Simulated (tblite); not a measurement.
Compound: C5H6O.
Bonds: O1–C2, C2–C3, C3–C4 (double), C4–C5, C5–C6 (double), C4–C6. Hydrogens: H7 on O1; H8, H9 on C2; H10 on C3; H11 on C5; H12 on C6.

Computed geometry: GFN2-xTB, gas phase.

Task: What internal coordinates does the optimisation give?

Result: 
```
        bond  length (Å)   order
       O1–C2       1.417  single
       C2–C3       1.503  single
       C3=C4       1.312  double
       C4–C5       1.451  single
       C5=C6       1.323  double
       C4–C6       1.450  single
       O1–H7       0.964  single
C2–H8, C2–H9       1.097  single
      C3–H10       1.080  single
      C5–H11       1.063  single
      C6–H12       1.063  single
```

Bonds in one row agree within 0.01 Å and their mean is given. Orders are formal, as drawn. A selection of angles:
```
    angle  degrees
 C2–O1–H7    108.4
 O1–C2–C3    112.7
 O1–C2–H8    104.8
 O1–C2–H9    110.2
 C3–C2–H8    110.6
 C3–C2–H9    109.7
 H8–C2–H9    108.7
 C2–C3–C4    123.1
C2–C3–H10    116.1
C4–C3–H10    120.7
 C3–C4–C5    152.5
 C3–C4–C6    153.2
 C5–C4–C6     54.3
 C4–C5–C6     62.8
C4–C5–H11    148.4
C6–C5–H11    148.8
C5–C6–H12    149.1
 C4–C6–C5     62.9
C4–C6–H12    148.0
```

Torsions: O1–C2–C3–C4 -119° (anticlinal); C2–C3–C4–C5 -4° (synperiplanar); C3–C4–C5–C6 -178° (antiperiplanar); C3–C4–C6–C5 178° (antiperiplanar); H7–O1–C2–C3 53° (synclinal). The mirror-image conformer, all signs reversed, is as good.

The 3-membered ring C4–C5–C6 has internal angles of 54.3° to 62.9°. The C–C distances run from 1.312 Å (C3=C4, drawn double) to 1.503 Å (C2–C3, drawn single), a spread of 0.191 Å. O1 (alcohol oxygen) is bent (angle 108.4°).

Point group: C1 (no symmetry element, even within 0.4 Å). Its GFN2-xTB frequencies are all real (lowest 58 cm⁻¹). The numbers are those of one conformer (H–O1–C2–C3 53°, O1–C2–C3–C4 -119°).
